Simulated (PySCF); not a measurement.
## Identify the compound

An unknown has the formula C5H5F. Its calculated NMR data are:

¹H NMR (500 MHz, computed): δ 6.59 (m, 1H), 5.96 (dtd, J = 7.1, 2.3, 1.1 Hz, 1H), 5.84 (ddq, J = 3.0, 1.6, 1.1 Hz, 1H), 3.06 (td, J = 2.2, 1.1 Hz, 2H).

¹³C{¹H} NMR (computed): δ 186.5 (C, d, J = 358.7 Hz), 143.8 (CH), 130.2 (CH, d, J = 12.7 Hz), 114.7 (CH, d, J = 12.4 Hz), 41.7 (CH2, d, J = 16.5 Hz).

Computational details: couplings computed with B3LYP/pcJ-1 (spin–dipole term only in couplings to heteroatoms), shieldings: GIAO B3LYP/pcSseg-2, coordinates at the PBE0-D3(BJ)/def2-SVP level, in PySCF 2.14 (one conformer, in vacuum, one averaged value for each set of equivalent atoms, relativity neglected).

Chemical shifts δ = σref − σ; ¹H (σ = 31.39 ppm), ¹³C (σ = 179.19 ppm) against TMS, all at this level.

Problem. Deduce the structure.

Solution. 
The formula gives 3 degrees of unsaturation (1 ring in the answer). 5 carbon signals for 5 carbons: no two carbons are equivalent. Carbon types of the structure: 1 × C, 3 × CH, 1 × CH2, which accounts for all hydrogens. δC 186.5: fully substituted alkene carbon. δC 143.8, 130.2, 114.7: alkene CH; an sp2 carbon of a C=C bond. δC 41.7: allylic sp3 CH2; saturated and bonded to C and H only. δH 6.59, 5.96, 5.84: hydrogen on an alkene CH; olefinic region. δH 3.06: hydrogen on an allylic sp3 CH2; allylic position.

The compound is `FC1=CC=CC1`.

This is the structure that produced the data.

Common functionals overestimate the size of one-bond C–F couplings by tens of Hz; these are unscaled. Multiplet labels drop couplings under 1 Hz and merge nearly equal ones. Unscaled 3J(H,H) at this level run about 10 % above measured values. Shifts are as computed. Against solution values, carbons near 30 ppm lie about +3 ppm off and those near 130 ppm about +8 ppm. Of 1211 compounds with measured shifts, 218 miss one by over three times the rms of a fit or turn the order of signals round; such compounds aren't used in these exercises.
